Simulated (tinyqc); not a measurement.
A ladder of methods, and size consistency: correlation methods against full CI in the sto-6g basis, for H2O, spin multiplicity 1. Computed by the program tinyqc with PySCF. Command: `OMP_NUM_THREADS=1 python tinyqc.py 112870 112871 out.jsonl`; one thread of a shared host (Intel(R) Xeon(R) Processor @ 2.60GHz), about 1 s.

Geometry (angstrom):
```
atom,x,y,z
O,0.0000,0.0000,0.0000
H,0.0000,0.9690,0.5830
H,0.0000,-0.9690,0.5830
```

RHF energy of one = -75.629539 hartree

All electrons correlated; +Q is the Davidson correction (1 - c0^2) E_corr. The last columns treat two copies 100 angstrom apart as one system. FCI is the lowest singlet.

Correlation energies (hartree):
```
method,E_corr of one,share of FCI (%),E_corr of two at 100 angstrom,two minus twice one (mhartree)
MP2,-0.05085,67.296,-0.10169,0.000
CISD,-0.07336,97.091,-0.13981,6.904
CISD+Q,-0.07719,102.156,-0.15231,2.061
CCSD,-0.07521,99.544,-0.15042,0.000
CCSD(T),-0.07540,99.788,-0.15079,0.000
FCI,-0.07556,100.000,-,-
```

MP2 recovers 67 %, CISD 97.1 % and CCSD 99.5 % of the FCI value (c0^2 = 0.948 in CISD). MP2 and coupled cluster are size consistent, so their last column vanishes; CISD loses 6.90 mhartree, since a double excitation on each copy is a quadruple of the pair, and the Davidson correction leaves +2.06.
